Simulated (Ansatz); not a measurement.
bcc W, treated with PBEsol+SOC in Ansatz (plane waves, PAW).

Run with plane-wave cutoff 520 eV, 28×28×28 k mesh, Fermi–Dirac smearing 0.09 eV (set by the program), PAW data made under PBE.

Computed at the level's own relaxed cell.

Hill averages of the elastic tensor: K = 320.1 GPa, G = 154.4 GPa. Volume 15.710 Å³/atom, mean atomic mass 183.840 u.

Task: Work out the density, the sound velocities of a polycrystal and the elastic Debye temperature, and Pugh's ratio at this level.

Result: ρ = 1.66054 × 183.840/15.710 = 19.432 g/cm³. v_l = √[(K + 4G/3)/ρ] = 5.203 km/s and v_t = √(G/ρ) = 2.819 km/s. The mean follows from 3/v_m³ = 1/v_l³ + 2/v_t³: v_m = 3.146 km/s. Θ_D = (ħ/k_B) v_m (6π²/V)^(1/3) = 76.38 K Å s/km × 3.146 × 1.5563 Å⁻¹ = 374 K, counting all atoms of the cell. K/G = 2.07, to be set beside Pugh's rough bound of 1.75 between brittle and ductile metals.

Note: shear constants of such metals converge slowly with the k mesh.

Ansatz is an electronic-structure program.
